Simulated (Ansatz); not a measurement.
The same path of H3OSi (5 atoms, charge 0, multiplicity 2) was run twice with different band settings. The coordinate that changes most is the height of Si2 over the plane of its neighbours.

The calculation used Ansatz, UKS B3LYP-D4/def2-SVP.

Relaxed end points:

```xyz
5
Properties=species:S:1:pos:R:3
O 0.604 -0.456 0.853
Si 0.059 0.330 -0.523
H 0.705 -1.414 0.793
H -1.261 -0.223 -0.994
H -0.107 1.762 -0.130
```

```xyz
5
Properties=species:S:1:pos:R:3
O 0.820 -0.479 0.633
Si -0.481 0.391 0.035
H 0.663 -1.410 0.834
H -1.056 -0.247 -1.202
H 0.055 1.745 -0.299
```

Common settings: movable images 7; climbing image yes; optimiser quadratic models (default); start path through a guess of the saddle point; force threshold 0.05 eV/Å; iteration limit 60; end points relaxed.

| run | spring |
| --- | --- |
| 1 | 5.0 eV/Å² |
| 2 | 2.0 to 10.0 eV/Å², energy-weighted |

Q: What does each run give, and how far can it be trusted?

A: Run 1: converged after 12 iterations, highest image 0.550 eV above the first end. A vibrational analysis at the climbing image gives one clearly imaginary mode, 908i cm⁻¹: a first-order saddle point.
Run 2: converged after 13 iterations, highest image 0.550 eV above the first end. Another band between the same ends (7 images) ends at a top of the same energy, where a vibrational analysis finds 1 clearly imaginary mode.
